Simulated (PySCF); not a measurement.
Species: tetrahydroborate, BH4 (charge -1).
Numbering: `[BH4-:1]` (hydrogens: H2, H3, H4, H5 on B1)

A GFN2-xTB structure was refined with PBE0-D3(BJ)/def2-SVP geometry optimisation, gas phase (PySCF 2.14.0). Its GFN2-xTB values:

```tsv
coordinate	GFN2-xTB
B1–H2	1.248 Å
B1–H3	1.170 Å
H2–B1–H3	109.3°
```

Q: How do these coordinates change at the PBE0-D3(BJ)/def2-SVP level?

A: 
```csv
coordinate,PBE0-D3(BJ)/def2-SVP (Å or °),change
B1–H3,1.253,+0.083
B1–H2,1.252,+0.004
H2–B1–H3,109.5,+0.2
```

The energy falls by 17.3 kJ/mol over 5 energy and gradient evaluations, the largest force component goes from 0.0338 to 7.7e-05 Eh/bohr, and the atoms move by 0.062 Å rms after alignment. The bond that changes most is B1–H3 (four-coordinate boron to B–H hydrogen), which lengthens by 0.083 Å. Bonds longer at the end by more than 0.005 Å: 2 of 4; shorter: 1.

The run used 34 basis functions and 22 SCF cycles in all.

Whether it is a minimum is left open (no frequencies). The geometry's basis has no diffuse functions, a weakness for an anion.
